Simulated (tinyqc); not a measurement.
Worked calculation: RKS/PBE0 in the sto-3g basis, for BH2+, spin multiplicity 1. One step of it, computed by the program tinyqc.

Problem. Iteration 1: building the Kohn-Sham matrix. J_ij = sum D_kl (ij|kl), K_ij = sum D_kl (ik|jl); F = H + J - 0.125 K + V_xc; E = tr D H + tr D J / 2 - 0.0625 tr D K + E_xc + E_nn.

D at the start, lower triangle:
```
            1B 1s      1B 2s    1B 2px     1B 2py     1B 2pz      2H 1s     3H 1s
1B 1s    2.151007
1B 2s   -0.569475   2.132488
1B 2px   0.000000   0.000000  0.000000
1B 2py   0.000000   0.000000  0.000000   2.321860
1B 2pz  -0.189435   0.753921  0.000000   0.000000   0.266612
2H 1s    0.052386  -0.173047  0.000000  -0.251010  -0.061142   0.041197
3H 1s    0.052386  -0.173047  0.000000   0.251010  -0.061142  -0.013074  0.041197
```

core Hamiltonian H = T + V (hartree), lower triangle:
```
             1B 1s      1B 2s     1B 2px     1B 2py     1B 2pz      2H 1s      3H 1s
1B 1s   -13.057083
1B 2s    -3.385554  -4.138805
1B 2px    0.000000   0.000000  -3.288021
1B 2py    0.000000   0.000000   0.000000  -3.434192
1B 2pz   -0.008814  -0.084104   0.000000   0.000000  -3.307941
2H 1s    -0.484195  -1.286006   0.000000  -1.182429  -0.446809  -2.493011
3H 1s    -0.484195  -1.286006   0.000000   1.182429  -0.446809  -0.136795  -2.493011
```

Two-electron integrals (ij|kl) in chemists' order, unique and non-zero (hartree):
```
(11|11) 2.923513    (21|11) 0.518376    (21|21) 0.109262    (22|11) 0.744229
(22|21) 0.193177    (22|22) 0.544804    (31|31) 0.020264    (32|31) 0.029996
(32|32) 0.120346    (33|11) 0.742491    (33|21) 0.193240    (33|22) 0.544682
(33|33) 0.586773    (41|41) 0.020264    (42|41) 0.029996    (42|42) 0.120346
(43|43) 0.031630    (44|11) 0.742491    (44|21) 0.193240    (44|22) 0.544682
(44|33) 0.523513    (44|44) 0.586773    (51|51) 0.020264    (52|51) 0.029996
(52|52) 0.120346    (53|53) 0.031630    (54|54) 0.031630    (55|11) 0.742491
(55|21) 0.193240    (55|22) 0.544682    (55|33) 0.523513    (55|44) 0.523513
(55|55) 0.586773    (61|11) 0.072809    (61|21) 0.015302    (61|22) 0.027179
(61|33) 0.027055    (61|41) 0.001009    (61|42) 0.001880    (61|44) 0.027395
(61|51) 0.000373    (61|52) 0.000694    (61|54) 0.000126    (61|55) 0.027102
(61|61) 0.002207    (62|11) 0.195251    (62|21) 0.051582    (62|22) 0.162637
(62|33) 0.157815    (62|41) 0.005287    (62|42) 0.033780    (62|44) 0.170406
(62|51) 0.001952    (62|52) 0.012470    (62|54) 0.004648    (62|55) 0.159531
(62|61) 0.007713    (62|62) 0.070418    (63|31) 0.004874    (63|32) 0.023481
(63|43) 0.006106    (63|53) 0.002254    (63|63) 0.007208    (64|11) 0.179143
(64|21) 0.047915    (64|22) 0.159367    (64|33) 0.151029    (64|41) 0.009035
(64|42) 0.053285    (64|44) 0.174351    (64|51) 0.001536    (64|52) 0.011003
(64|54) 0.006356    (64|55) 0.152543    (64|61) 0.007465    (64|62) 0.080479
(64|64) 0.097313    (65|11) 0.066133    (65|21) 0.017689    (65|22) 0.058832
(65|33) 0.055754    (65|41) 0.001536    (65|42) 0.011003    (65|44) 0.059855
(65|51) 0.005441    (65|52) 0.027542    (65|54) 0.007620    (65|55) 0.060822
(65|61) 0.002756    (65|62) 0.029710    (65|64) 0.033263    (65|65) 0.019487
(66|11) 0.365840    (66|21) 0.098367    (66|22) 0.352149    (66|33) 0.332083
(66|41) 0.011345    (66|42) 0.098310    (66|44) 0.384633    (66|51) 0.004188
(66|52) 0.036292    (66|54) 0.019400    (66|55) 0.339244    (66|61) 0.014901
(66|62) 0.202062    (66|64) 0.249662    (66|65) 0.092166    (66|66) 0.774606
(71|11) 0.072809    (71|21) 0.015302    (71|22) 0.027179    (71|33) 0.027055
(71|41) -0.001009   (71|42) -0.001880   (71|44) 0.027395    (71|51) 0.000373
(71|52) 0.000694    (71|54) -0.000126   (71|55) 0.027102    (71|61) 0.002098
(71|62) 0.006972    (71|64) 0.006228    (71|65) 0.002505    (71|66) 0.013235
(71|71) 0.002207    (72|11) 0.195251    (72|21) 0.051582    (72|22) 0.162637
(72|33) 0.157815    (72|41) -0.005287   (72|42) -0.033780   (72|44) 0.170406
(72|51) 0.001952    (72|52) 0.012470    (72|54) -0.004648   (72|55) 0.159531
(72|61) 0.006972    (72|62) 0.042044    (72|64) 0.036831    (72|65) 0.017349
(72|66) 0.089141    (72|71) 0.007713    (72|72) 0.070418    (73|31) 0.004874
(73|32) 0.023481    (73|43) -0.006106   (73|53) 0.002254    (73|63) 0.003748
(73|73) 0.007208    (74|11) -0.179143   (74|21) -0.047915   (74|22) -0.159367
(74|33) -0.151029   (74|41) 0.009035    (74|42) 0.053285    (74|44) -0.174351
(74|51) -0.001536   (74|52) -0.011003   (74|54) 0.006356    (74|55) -0.152543
(74|61) -0.006228   (74|62) -0.036831   (74|64) -0.029737   (74|65) -0.014973
(74|66) -0.076804   (74|71) -0.007465   (74|72) -0.080479   (74|74) 0.097313
(75|11) 0.066133    (75|21) 0.017689    (75|22) 0.058832    (75|33) 0.055754
(75|41) -0.001536   (75|42) -0.011003   (75|44) 0.059855    (75|51) 0.005441
(75|52) 0.027542    (75|54) -0.007620   (75|55) 0.060822    (75|61) 0.002505
(75|62) 0.017349    (75|64) 0.014973    (75|65) 0.010748    (75|66) 0.038115
(75|71) 0.002756    (75|72) 0.029710    (75|74) -0.033263   (75|75) 0.019487
(76|11) 0.019457    (76|21) 0.005117    (76|22) 0.015886    (76|33) 0.015532
(76|44) 0.016109    (76|51) 0.000359    (76|52) 0.002211    (76|55) 0.016002
(76|61) 0.000731    (76|62) 0.005382    (76|64) 0.005429    (76|65) 0.002499
(76|66) 0.013182    (76|71) 0.000731    (76|72) 0.005382    (76|74) -0.005429
(76|75) 0.002499    (76|76) 0.000541    (77|11) 0.365840    (77|21) 0.098367
(77|22) 0.352149    (77|33) 0.332083    (77|41) -0.011345   (77|42) -0.098310
(77|44) 0.384633    (77|51) 0.004188    (77|52) 0.036292    (77|54) -0.019400
(77|55) 0.339244    (77|61) 0.013235    (77|62) 0.089141    (77|64) 0.076804
(77|65) 0.038115    (77|66) 0.196096    (77|71) 0.014901    (77|72) 0.202062
(77|74) -0.249662   (77|75) 0.092166    (77|76) 0.013182    (77|77) 0.774606
```

nuclear repulsion = 3.87612434 hartree

V_xc (hartree), lower triangle:
```
            1B 1s      1B 2s     1B 2px     1B 2py     1B 2pz      2H 1s      3H 1s
1B 1s   -1.434339
1B 2s   -0.221423  -0.353283
1B 2px   0.000000   0.000000  -0.329678
1B 2py   0.000000   0.000000   0.000000  -0.393570
1B 2pz  -0.005345  -0.043573   0.000000   0.000000  -0.327768
2H 1s   -0.031806  -0.098684   0.000000  -0.093943  -0.038185  -0.145485
3H 1s   -0.031806  -0.098684   0.000000   0.093943  -0.038185  -0.010009  -0.145485
```

E_xc = sum of w rho eps_xc = -3.50125785 hartree

Give: Coulomb J; exchange K; Kohn-Sham matrix F; total energy of this density.

Solution.

Coulomb J (hartree), lower triangle:
```
         1B 1s   1B 2s  1B 2px   1B 2py  1B 2pz   2H 1s   3H 1s
1B 1s   8.9208
1B 2s   1.8258  3.6998
1B 2px  0.0000  0.0000  3.6518
1B 2py  0.0000  0.0000  0.0000   3.7699
1B 2pz  0.0337  0.1468  0.0000   0.0000  3.6653
2H 1s   0.2579  1.0741  0.0000   1.0366  0.4039  2.2245
3H 1s   0.2579  1.0741  0.0000  -1.0366  0.4039  0.1062  2.2245
```

exchange K (hartree), lower triangle:
```
         1B 1s   1B 2s  1B 2px   1B 2py  1B 2pz   2H 1s   3H 1s
1B 1s   5.9872
1B 2s   1.1099  1.3543
1B 2px  0.0000  0.0000  0.3265
1B 2py  0.0000  0.0000  0.0000   1.4341
1B 2pz  0.0198  0.4077  0.0000   0.0000  0.4568
2H 1s   0.1680  0.4057  0.0000   0.3489  0.1478  0.2483
3H 1s   0.1680  0.4057  0.0000  -0.3489  0.1478  0.0434  0.2483
```

Kohn-Sham matrix F (hartree), lower triangle:
```
          1B 1s    1B 2s   1B 2px   1B 2py   1B 2pz    2H 1s    3H 1s
1B 1s   -6.3191
1B 2s   -1.9199  -0.9615
1B 2px   0.0000   0.0000  -0.0068
1B 2py   0.0000   0.0000   0.0000  -0.2371
1B 2pz   0.0171  -0.0319   0.0000   0.0000  -0.0276
2H 1s   -0.2791  -0.3613   0.0000  -0.2834  -0.0996  -0.4451
3H 1s   -0.2791  -0.3613   0.0000   0.2834  -0.0996  -0.0460  -0.4451
```

total energy of this density = -24.253870 hartree
